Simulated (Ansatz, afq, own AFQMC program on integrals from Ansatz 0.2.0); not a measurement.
Ga₂H₂, triplet in cc-pVDZ, levels against CCSDT(Q)

```xyz
4

Ga    0.0000    0.0000   -1.2142
Ga    0.0000    0.0000    1.2681
H     0.0000    1.4216   -1.8666
H     0.0000   -1.4216   -1.8666
```

Connectivity, by distances: GaH2–Ga.

Basis cc-pVDZ. Noble-gas cores (and the filled d shells of Ga–Kr and In–Xe) are frozen. AFQMC by an in-house program on the Cholesky factors that Ansatz 0.2.0 writes for its CCSD(T) run. The CISD trial takes its coefficients from CCSD amplitudes. Released means that phaseless walkers are propagated on without the constraint, phases kept. Free AFQMC starts from the CCSD state and is never constrained. Its projection time is finite, and what remains of the start isn't in its error. ± is one standard error of the sampling. No spin–orbit coupling.

Determinant: ROHF, the one that the program's search chose, which needn't be the lowest solution. The geometry is a point of a scan.

No full CI on the walks' own integrals is used here; CCSDT(Q) serves as the reference and is uncertain by about the last step of the cluster series.

Cautions: no relativity below Rb; no spin-orbit coupling; inner d shell frozen; lower spins were not checked; the ph-AFQMC/HF walk drifts between its halves (2.1 errors).

- T1 diagnostic: 0.0294
- weight of the determinant in the CISD state: 0.883
- size of the correlated space: 8 electrons in 36 orbitals

Reference: CCSDT(Q), correlation energy -3.725 eV. The released energy is read at 2.40 1/Eh (meV from the phaseless value at times in 1/Eh: -5 ± 7 at 0.24, -10 ± 6 at 0.51, -10 ± 6 at 0.99, -9 ± 7 at 1.62, -8 ± 8 at 2.40).

| level | E − E(reference) (kJ/mol) | share of correlation (%) |
| --- | --- | --- |
| HF | 359.4 | 0.00 |
| MP2 | 93.2 | 74.08 |
| CCSD | 13.1 | 96.36 |
| CCSD(T) | 3.4 | 99.05 |
| CCSDT | 0.4 | 99.88 |
| ph-AFQMC/HF | 3.2 ± 2.6 | 99.11 |
| ph-AFQMC/CISD | 0.3 ± 0.8 | 99.91 |
| released AFQMC | -0.4 ± 0.8 | 100.12 |
| free AFQMC | 0.1 ± 0.9 | 99.96 |

Free projections are given only where their last times agree within the noise and don't stop above the reference; a slow remainder of the start can still hide under it. A walk keeps the symmetry of its determinant, which the program's search chose and which needn't be the lowest solution, so a lower state of the same spin and another symmetry isn't excluded. Released energies are given only where the last usable release times agree within the noise; a slower fall can still hide under it.
